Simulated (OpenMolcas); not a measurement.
# triplet BNH4: a chain of runs

Wanted: a single-point energy (UHF/STO-3G), then a single-point energy (CASSCF(2,2)/STO-3G), then a single-point energy (CASPT2(2,2)/STO-3G), then a single-point energy (SC-NEVPT2(2,2)/STO-3G), then a single-point energy (MRCI(2,2)/STO-3G) of triplet BNH4. 

The results are computed with OpenMolcas 26.06.

### 1 The structure to begin with

The species is BNH4 (6 atoms), meant as a triplet with charge 0. As SMILES of the parent species, `[H]B([H])N`. The shape is that of a GFN2-xTB optimisation. That shape belongs to the parent species and isn't relaxed for this state.

Bond lengths: B1–N4 1.378 Å, B1–H2 1.171 Å, B1–H3 1.171 Å, N4–H5 1.007 Å, N4–H6 1.007 Å. Angles: B1–N4–H5 123.8°, B1–N4–H6 123.7°, H2–B1–N4 118.8°, H3–B1–N4 119.0°, H5–N4–H6 112.5°, H2–B1–H3 122.1°.

### 2 The energy at UHF/STO-3G (run 1)

step1.inp reads:

```
&GATEWAY
BasLib=$CurrDir
Coord
6
angstrom
B        0.341950       0.595150       0.003650
H        1.330110       0.674300       0.627440
H       -0.078600       1.496820      -0.614110
N       -0.345390      -0.598720      -0.003870
H       -1.199300      -0.750580      -0.515060
H       -0.048780      -1.416960       0.501960
Basis=STO-3G
Group=NoSym
&SEWARD
&SCF
UHF
Spin=3
Scramble=0.25
PrOrbitals=1 1
```

The basis set STO-3G is read from a file made from the Basis Set Exchange's data (not shown).

Launch:

```
$ export MOLCAS_MEM=1860
$ pymolcas step1.inp > step1.log
```

Output:

```text
--- Start Module: gateway ---
[...]
--- Stop Module: gateway /rc=_RC_ALL_IS_WELL_ ---
--- Start Module: seward ---
[...]
      Basis functions           14
--- Stop Module: seward /rc=_RC_ALL_IS_WELL_ ---
--- Start Module: scf ---
[...]
       Convergence after  16 Iterations
[...]
::    Total SCF energy                                -80.2166470844
[...]
      Total spin, S                                     1.0066445507
[...]
      Total electronic charge=   16.000000
      Total            charge=   -0.000000
[...]
      Dipole Moment (debye):
      Origin of the operator (angstrom)=   -0.0368   -0.0629   -0.0005
                   X= -3.0101E+00               Y= -5.2269E+00               Z= -3.3336E-02           Total=  6.0318E+00
      Quadrupole Moment (debye*angstrom):
[...]
--- Stop Module: scf /rc=_RC_ALL_IS_WELL_ ---
[...]
```

Run time: 1.4 s. Hardware: 1 thread of Arm Neoverse V2, shared host; peak memory 0.37 GiB.

### 3 A single-point energy at CASSCF(2,2)/STO-3G (run 2)

step2.input reads:

```
* BH4N CASSCF

&GATEWAY
 BasLib
 $CurrDir
 Coord
 6
 angstrom
 B        0.341950       0.595150       0.003650
 H        1.330110       0.674300       0.627440
 H       -0.078600       1.496820      -0.614110
 N       -0.345390      -0.598720      -0.003870
 H       -1.199300      -0.750580      -0.515060
 H       -0.048780      -1.416960       0.501960
 Basis
 STO-3G
 Group
 NoSym

&SEWARD

&RASSCF
 FileOrb
 $CurrDir/step1.UnaOrb
 Spin
 3
 Nactel
 2 0 0
 Inactive
 7
 Ras2
 2
 OrbListing
 Nothing
```

The basis set STO-3G is read from a file made from the Basis Set Exchange's data (not shown).

Launch:

```
$ export MOLCAS_MEM=1860
$ pymolcas step2.input > step2.log
```

Output:

```text
--- Start Module: gateway ---
[...]
--- Stop Module: gateway /rc=_RC_ALL_IS_WELL_ ---
--- Start Module: seward ---
[...]
      Basis functions           14
--- Stop Module: seward /rc=_RC_ALL_IS_WELL_ ---
--- Start Module: rasscf ---
[...]
      Number of active orbitals                  2
[...]
      Spin quantum number                      1.0
[...]
      Active orbitals                            2
[...]
      Number of CSFs                             1
[...]
      Number of root(s) required                 1
[...]
      Convergence after  6 iterations
[...]
      printout of CI-coefficients larger than  0.05 for root  1
      energy=     -80.210205
      conf/sym  11     Coeff  Weight
             1  uu   1.00000 1.00000
      Natural orbitals and occupation numbers for root  1
      sym 1:   1.000000   1.000000
      ************************************************************************************************************************
      *                                                    Final results                                                     *
[...]
::    RASSCF root number  1 Total energy:    -80.21020519
[...]
      Total electronic charge=   16.000000
      Total            charge=   -0.000000
[...]
      Dipole Moment (debye):
      Origin of the operator (angstrom)=   -0.0368   -0.0629   -0.0005
                   X= -3.0175E+00               Y= -5.2398E+00               Z= -3.3473E-02           Total=  6.0467E+00
      Quadrupole Moment (debye*angstrom):
[...]
--- Stop Module: rasscf /rc=_RC_ALL_IS_WELL_ ---
[...]
```

Run time: 1.4 s. Hardware: 1 thread of Arm Neoverse V2, shared host; peak memory 0.37 GiB.

### 4 The energy at CASPT2(2,2)/STO-3G (run 3)

step3.inp reads:

```
* BH4N CASPT2

&GATEWAY
  BasLib=$CurrDir
  Coord
  6
  angstrom
  B        0.341950       0.595150       0.003650
  H        1.330110       0.674300       0.627440
  H       -0.078600       1.496820      -0.614110
  N       -0.345390      -0.598720      -0.003870
  H       -1.199300      -0.750580      -0.515060
  H       -0.048780      -1.416960       0.501960
  Basis=STO-3G
  Group=NoSym

&SEWARD

&RASSCF
  FileOrb=$CurrDir/step2.RasOrb
  Spin=3
  Nactel=2 0 0
  Inactive=7
  Ras2=2
  OrbListing=Nothing

&CASPT2
  Imaginary=0.1
  Frozen=2
```

The basis set STO-3G is read from a file made from the Basis Set Exchange's data (not shown).

Launch:

```
$ export MOLCAS_MEM=1860
$ pymolcas step3.inp > step3.log
```

Output:

```text
--- Start Module: gateway ---
[...]
--- Stop Module: gateway /rc=_RC_ALL_IS_WELL_ ---
[...]
      Basis functions           14
[...]
--- Start Module: rasscf ---
[...]
      Number of active orbitals                  2
[...]
      Spin quantum number                      1.0
[...]
      Active orbitals                            2
[...]
      Number of CSFs                             1
[...]
      Number of root(s) required                 1
[...]
      Convergence after  4 iterations
[...]
      printout of CI-coefficients larger than  0.05 for root  1
      energy=     -80.210205
      conf/sym  11     Coeff  Weight
             1  uu   1.00000 1.00000
      Natural orbitals and occupation numbers for root  1
      sym 1:   1.000000   1.000000
      ************************************************************************************************************************
      *                                                    Final results                                                     *
[...]
::    RASSCF root number  1 Total energy:    -80.21020519
[...]
      Total electronic charge=   16.000000
      Total            charge=   -0.000000
[...]
      Dipole Moment (debye):
      Origin of the operator (angstrom)=   -0.0368   -0.0629   -0.0005
                   X= -3.0175E+00               Y= -5.2398E+00               Z= -3.3473E-02           Total=  6.0467E+00
      Quadrupole Moment (debye*angstrom):
[...]
--- Stop Module: rasscf /rc=_RC_ALL_IS_WELL_ ---
--- Start Module: caspt2 ---
[...]
      E2 (Variational):          -0.0671810461
      Total energy:             -80.2773862320
[...]
      Reference weight:           0.97456
[...]
::    CASPT2 Root  1     Total energy:    -80.27738623
[...]
--- Stop Module: caspt2 /rc=_RC_ALL_IS_WELL_ ---
[...]
```

Wall time 1.4 s (1 thread of Arm Neoverse V2, shared host); peak memory 0.37 GiB.

### 5 The energy at SC-NEVPT2(2,2)/STO-3G (run 4)

step4.input reads:

```
* BH4N NEVPT2

&GATEWAY
  BASLIB
  $CurrDir
  COORD
  6
  angstrom
  B        0.341950       0.595150       0.003650
  H        1.330110       0.674300       0.627440
  H       -0.078600       1.496820      -0.614110
  N       -0.345390      -0.598720      -0.003870
  H       -1.199300      -0.750580      -0.515060
  H       -0.048780      -1.416960       0.501960
  BASIS
  STO-3G
  GROUP
  NoSym

&SEWARD

&RASSCF
  FILEORB
  $CurrDir/step2.RasOrb
  SPIN
  3
  NACTEL
  2 0 0
  INACTIVE
  7
  RAS2
  2
  ORBLISTING
  Nothing

&CASPT2
  SC-NEVPT2
  FROZEN
  2
```

The basis set STO-3G is read from a file made from the Basis Set Exchange's data (not shown).

Launch:

```
$ export MOLCAS_MEM=1860
$ pymolcas step4.input > step4.log
```

Output:

```text
--- Start Module: gateway ---

                                              &GATEWAY

                       available to each process: 1.9 GB of memory, 1 thread

 Basis Set     1 Label: B.STO-3G
 Basis set is read from library:.
 basistype.tbl is not found

 Basis Set     2 Label: H.STO-3G
 Basis set is read from library:.
 basistype.tbl is not found

 Basis Set     3 Label: N.STO-3G
 Basis set is read from library:.
 basistype.tbl is not found

[... 261 lines left out ...]
      Note: transformation to natural orbitals
[... 7 lines left out ...]
      Natural orbitals and occupation numbers for root  1
[... 20 lines left out ...]
      Final state energy(ies):
[... 60 lines left out ...]
      Natural orbitals for root   1 are written to the RASORB.1 file
[... 75 lines left out ...]
 Compute H0 matrices for state    1
[... 14 lines left out ...]
--- Stop Module: caspt2 /rc=-6 ---

.########################.
.# Non-zero return code #.
.########################.

    Timing: Wall=1.22 User=0.97 System=0.24
```

It took 1.4 s on 1 thread of Arm Neoverse V2, shared host; peak memory 0.37 GiB.

The run ended with an error.

### 6 A single-point energy at MRCI(2,2)/STO-3G (run 5)

step5.inp reads:

```
&GATEWAY
 BasLib = $CurrDir
 Coord
 6
 angstrom
 B        0.341950       0.595150       0.003650
 H        1.330110       0.674300       0.627440
 H       -0.078600       1.496820      -0.614110
 N       -0.345390      -0.598720      -0.003870
 H       -1.199300      -0.750580      -0.515060
 H       -0.048780      -1.416960       0.501960
 Basis = STO-3G
 Group = NoSym

&SEWARD

&RASSCF
 FileOrb = $CurrDir/step2.RasOrb
 Spin = 3
 Nactel = 2 0 0
 Inactive = 7
 Ras2 = 2
 OrbListing = Nothing

&MOTRA
 LumOrb
 Frozen = 2

&GUGA
 Electrons = 12
 Spin = 3
 Inactive = 5
 Active = 2
 CIAll = 1

&MRCI
 SDCI
```

The basis set STO-3G is read from a file made from the Basis Set Exchange's data (not shown).

Launch:

```
$ export MOLCAS_MEM=1860
$ pymolcas step5.inp > step5.log
```

Output:

```text
--- Start Module: gateway ---
[...]
--- Stop Module: gateway /rc=_RC_ALL_IS_WELL_ ---
[...]
      Basis functions           14
[...]
      Number of active orbitals                  2
[...]
      Spin quantum number                      1.0
[...]
      Active orbitals                            2
[...]
      Number of CSFs                             1
[...]
      Number of root(s) required                 1
[...]
      Convergence after  4 iterations
[...]
      printout of CI-coefficients larger than  0.05 for root  1
      energy=     -80.210205
      conf/sym  11     Coeff  Weight
             1  uu   1.00000 1.00000
      Natural orbitals and occupation numbers for root  1
      sym 1:   1.000000   1.000000
      ************************************************************************************************************************
      *                                                    Final results                                                     *
[...]
::    RASSCF root number  1 Total energy:    -80.21020519
[...]
      Dipole Moment (debye):
      Origin of the operator (angstrom)=   -0.0368   -0.0629   -0.0005
                   X= -3.0175E+00               Y= -5.2398E+00               Z= -3.3473E-02           Total=  6.0467E+00
      Quadrupole Moment (debye*angstrom):
[...]
--- Start Module: guga ---
[...]
--- Stop Module: guga /rc=_RC_ALL_IS_WELL_ ---
--- Start Module: mrci ---
[...]
       (But an ACPF correction will be computed)
       USE THE DEFAULT ACPF G-VALUE GFAC=  0.16666666666666666
[...]
                      CI ENERGY:   -80.30414926
[...]
                ACPF CORRECTION:    -0.00442460
[...]
      Total electronic charge=   16.000000
      Total            charge=   -0.000000
[...]
     ACPF CORRECTION:     -0.00442460
[...]
  CI State   1     Total energy:    -80.30414926     QDav:     -0.00536001     QACPF:     -0.00442460
[...]
```

It took 1.5 s on 1 thread of Arm Neoverse V2, shared host; peak memory 0.37 GiB.

### 7 What came out

```
                                                 quantity                value
                          run 1, UHF/STO-3G: total energy         -80.21665 Eh
                         run 1, UHF/STO-3G: dipole moment               6.03 D
    run 1, UHF/STO-3G: HOMO energy (highest over α and β)             -2.46 eV
     run 1, UHF/STO-3G: LUMO energy (lowest over α and β)              3.17 eV
                                  run 1, UHF/STO-3G: ⟨S²⟩                2.020
                  run 2, CASSCF(2,2)/STO-3G: total energy         -80.21021 Eh
run 2, CASSCF(2,2)/STO-3G: dipole moment (CASSCF density)               6.05 D
                  run 3, CASPT2(2,2)/STO-3G: total energy         -80.27739 Eh
run 3, CASPT2(2,2)/STO-3G: dipole moment (CASSCF density)               6.05 D
                    run 5, MRCI(2,2)/STO-3G: total energy         -80.30415 Eh
  run 5, MRCI(2,2)/STO-3G: dipole moment (CASSCF density)               6.05 D
                             run 4, SC-NEVPT2(2,2)/STO-3G  no result (crashed)
```

What this shows: Mulliken charges (run 3, CASPT2(2,2)/STO-3G) of the CASSCF density run from -0.19 on N4 to +0.27 on H6. Mulliken charges (run 5, MRCI(2,2)/STO-3G) of the CASSCF density run from -0.19 on N4 to +0.27 on H6; they depend strongly on the basis. 1 of the 5 runs did not end normally.
